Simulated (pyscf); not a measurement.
Structures and frequencies: ωB97X-D3(BJ)/def2-SVP in PySCF.

Q: Estimate by transition-state theory the rate constant of H₂N–GeH₂• + HF -> F–GeH₂• + NH₃ (doublet surface; Ge–N, F–H broken, F–Ge, H–N formed) at 600 K, with ωB97M-D3(BJ)/def2-TZVP energies (ideal gas, 1 atm, RRHO with modes under 100 cm⁻¹ raised to 100, one conformer, R ln 2 for chiral ones without a mode under 150 cm⁻¹; no tunnelling).

A: The electronic barrier is 1.8 kcal/mol and the thermal terms add +19.9, so ΔG‡ = 21.6 kcal/mol. With k_BT/h = 1.25e+13 s⁻¹ and RT = 1.192 kcal/mol, and a volume of 8.18e-20 cm³ per molecule at 1 atm, k = 1.4e-14 cm³ molecule⁻¹ s⁻¹. Wigner's tunnelling factor for 739i cm⁻¹ would be 1.13. A shift of 1 kcal/mol in the barrier changes k by a factor 2.3. On the reactant side the descent ends in a bound adduct, 8.2 kcal/mol under the separated species and 9.9 kcal/mol under the saddle at ωB97X-D3(BJ)/def2-TZVP. On the product side the descent ends in a complex, 5.2 kcal/mol under the separated species and 18.0 kcal/mol under the saddle at ωB97X-D3(BJ)/def2-TZVP. This is the saddle that the search found; another between the same sides may lie lower. Elements up to Kr have no core potential and no relativistic terms here.
